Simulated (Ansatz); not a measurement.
Input for Ansatz (development build ahead of 0.2.0):

```yaml
crystal:
  periodic: [false, false, false]
  atoms:
    - { symbol: C, position_ang: [0.0, 0.0, 0.0] }
    - { symbol: O, position_ang: [0.0, 0.0, 1.76799] }
    - { symbol: O, position_ang: [0.0, 0.0, -1.17866] }
basis:
  gaussian: { orbitals: pcseg-2 }
magnetization:
  spin_polarized: true
hamiltonian:
  xc: { name: wB97X }
```

The input is written out in the form of the current development build from the run's settings.

Results

* Converged: yes
* Total energy: -188.41020 hartree
* Spin squared of the determinant: 0.000
* Stability test: minimum
